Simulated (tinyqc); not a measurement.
Worked calculation: RKS/PBE in the sto-3g basis, for H2F+, spin multiplicity 1. One step of it, computed by the program tinyqc.

Question. Iteration 8 (converged): orbitals. Diagonalise F' = X^T F X, C = X C', fill 5 alpha and 5 beta electrons from the bottom; D = 2 C_occ C_occ^T. Each column has its largest component positive (the first on a tie).

converged F (hartree):
```
,1F 1s,1F 2s,1F 2px,1F 2py,1F 2pz,2H 1s,3H 1s
1F 1s,-24.626961,-6.329277,0.000000,0.000000,-0.019424,-1.041759,-1.041759
1F 2s,-6.329277,-3.054656,0.000000,0.000000,-0.156734,-0.937413,-0.937413
1F 2px,0.000000,0.000000,-0.690066,0.000000,0.000000,0.000000,0.000000
1F 2py,0.000000,0.000000,0.000000,-0.802080,0.000000,-0.343862,0.343862
1F 2pz,-0.019424,-0.156734,0.000000,0.000000,-0.767735,-0.330781,-0.330781
2H 1s,-1.041759,-0.937413,0.000000,-0.343862,-0.330781,-0.805556,-0.363093
3H 1s,-1.041759,-0.937413,0.000000,0.343862,-0.330781,-0.363093,-0.805556
```

X:
```
,1F 1s,1F 2s,1F 2px,1F 2py,1F 2pz,2H 1s,3H 1s
1F 1s,1.023736,-0.136395,0.000000,0.000000,-0.006596,0.017512,0.017512
1F 2s,-0.136395,1.148319,0.000000,0.000000,0.064343,-0.209149,-0.209149
1F 2px,0.000000,0.000000,1.000000,0.000000,0.000000,0.000000,0.000000
1F 2py,0.000000,0.000000,0.000000,1.060618,0.000000,-0.161980,0.161980
1F 2pz,-0.006596,0.064343,0.000000,0.000000,1.032819,-0.107090,-0.107090
2H 1s,0.017512,-0.209149,0.000000,-0.161980,-0.107090,1.123942,-0.094021
3H 1s,0.017512,-0.209149,0.000000,0.161980,-0.107090,-0.094021,1.123942
```

Give: F' = X^T F X; orbital energies; coefficients C; D after iteration 8.

Answer.

F' = X^T F X (hartree):
```
,1,2,3,4,5,6,7
1,-24.166,-3.273,0.000,0.000,-0.032,-0.137,-0.137
2,-3.273,-1.832,0.000,0.000,-0.062,-0.311,-0.311
3,0.000,0.000,-0.690,0.000,0.000,0.000,0.000
4,0.000,0.000,0.000,-0.689,0.000,-0.237,0.237
5,-0.032,-0.062,0.000,0.000,-0.705,-0.176,-0.176
6,-0.137,-0.311,0.000,-0.237,-0.176,-0.505,-0.078
7,-0.137,-0.311,0.000,0.237,-0.176,-0.078,-0.505
```

orbital energies (hartree): MO1 -24.638, MO2 -1.563, MO3 -0.918, MO4 -0.787, MO5 -0.690, MO6 -0.297, MO7 -0.198

coefficients C:
```
,MO1,MO2,MO3,MO4,MO5,MO6,MO7
1F 1s,0.994,-0.246,0.000,0.094,0.000,0.098,0.000
1F 2s,0.025,0.920,0.000,-0.448,0.000,-0.617,0.000
1F 2px,0.000,0.000,0.000,0.000,1.000,0.000,0.000
1F 2py,0.000,0.000,0.747,0.000,0.000,0.000,-0.787
1F 2pz,0.003,0.180,0.000,0.817,0.000,-0.628,0.000
2H 1s,-0.005,0.096,0.352,0.244,0.000,0.719,0.803
3H 1s,-0.005,0.096,-0.352,0.244,0.000,0.719,-0.803
```

D after iteration 8:
```
,1F 1s,1F 2s,1F 2px,1F 2py,1F 2pz,2H 1s,3H 1s
1F 1s,2.115,-0.487,0.000,0.000,0.071,-0.011,-0.011
1F 2s,-0.487,2.097,0.000,0.000,-0.402,-0.043,-0.043
1F 2px,0.000,0.000,2.000,0.000,0.000,0.000,0.000
1F 2py,0.000,0.000,0.000,1.115,0.000,0.526,-0.526
1F 2pz,0.071,-0.402,0.000,0.000,1.400,0.433,0.433
2H 1s,-0.011,-0.043,0.000,0.526,0.433,0.385,-0.110
3H 1s,-0.011,-0.043,0.000,-0.526,0.433,-0.110,0.385
```
